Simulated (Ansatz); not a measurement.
**HO₂ (quartet): the correlation ladder, def2-QZVPP**

The task here is to estimate one member of a computed series from the others.

The runs use Ansatz 0.2.0, Gaussian basis; def2-QZVPP, core rule «outside noble gas», up to 2 orbitals frozen.

Plan: UHF; ROHF; CCSD(T) on UHF.

2 further runs of the same task are left out: 2 set aside as unsound or not needed. Runs told in other sessions of the task aren't counted.

## The system

The geometry is a PBE0/def2-TZVP stationary point (not a proven minimum) of the parent state, kept for this charge and spin.

3 atoms, charge 0, spin multiplicity 4.

Atoms are counted from 1 here; the program's logs count them from 0.

Bond lengths: O1–O2 1.309 Å, O1–H3 0.975 Å. Angles: O2–O1–H3 105.8°.

Set-up of the first run:

Contents of in.yaml:

```yaml
crystal:
  periodic: [false, false, false]
  atoms:
    - {symbol: O, position_ang: [0.000000, -0.101504, 0.618658]}
    - {symbol: O, position_ang: [0.000000, 0.051156, -0.681136]}
    - {symbol: H, position_ang: [0.000000, 0.799197, 0.991739]}
basis:
  gaussian: {orbitals: "def2-QZVPP.json"}
magnetization: {spin_polarized: true, initial_magnetization: 3}
hamiltonian: {xc: hf}
output: {orbitals: {seedname: orbitals}}
```

Run with:

```bash
ansatz run in.yaml --threads 1 --pin off --events-out ev --progress --plain --max-ram 2393MiB
```

Among the steps run: UHF; ROHF; CCSD(T) on UHF.

One table of the session follows, with a row left open; its other results are not shown here.

It belongs to the step «Misses and costs». 

```
  method  from UCCSD(T) (meV)
    ROHF                    ?
     UHF             +13631.9
    UMP2               +889.9
   UCCSD               +593.4
UCCSD(T)                    0
```

Estimate the missing values for ROHF.

**Answer.** from UCCSD(T) (meV): +14114.1. In the column «from UCCSD(T) (meV)» it is the highest.

To keep in mind: Warnings: coupled cluster took another determinant than the lowest.
